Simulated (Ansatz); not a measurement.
Energy needed to pull apart AlNH2Cl (SMILES [NH2][Al][Cl]), doublet, into free ground-state atoms, from the structure below (displaced at random from a GFN2-xTB minimum); no zero-point or spin–orbit terms; open-shell atoms are treated unrestricted, in their ground-state multiplicity.

N1  (-0.629, 0.468, -0.289)
Al2  (0.433, -0.396, 0.825)
Cl3  (2.202, -1.642, 0.729)
H4  (-1.445, 1.177, 0.077)
H5  (-0.668, 0.317, -1.238)
(Å)

Program: Ansatz 0.2.0. Basis: def2-TZVPP. Cores are frozen in the correlated methods; orbitals are unrestricted.

```
   method  atomization energy (kcal/mol)
   PBE-D4                              ?
revPBE-D4                              ?
r2SCAN-D4                          356.0
  PBE0-D4                          351.7
  LC-wPBE                          351.2
  wB97M-V                          353.1
       HF                          241.7
      MP2                          349.4
     CCSD                          332.1
  CCSD(T)                          339.0
```

Q: What does PBE-D4 give? (Judge from chemistry; the value comes from the calculation.)

A: The calculation gives: 361.2 kcal/mol, which is about 22.2 kcal/mol more than CCSD(T)/def2-TZVPP.

Q: What does revPBE-D4 give? (Judge from chemistry; the value comes from the calculation.)

A: The calculation gives: 351.3 kcal/mol, which is about 12.3 kcal/mol more than CCSD(T)/def2-TZVPP.

In triple zeta the MP2 and coupled-cluster atomization energies are still short of their basis limit by a few kcal/mol a bond, whereas those of the functionals are nearly converged, so these differences are not deviations from converged CCSD(T).

The T1 diagnostic stays at or below 0.014. ⟨S²⟩ of the unrestricted Hartree–Fock references: 0.75 (a pure state has 0.75).

For scale, one of the runs: CCSD(T)/def2-TZVPP forces, 143 basis functions (an equivalent command: `ansatz run in.yaml --threads 4`). The run took 94 s on 4 CPU threads (shared host), with 3.2 GiB of host memory at its peak.
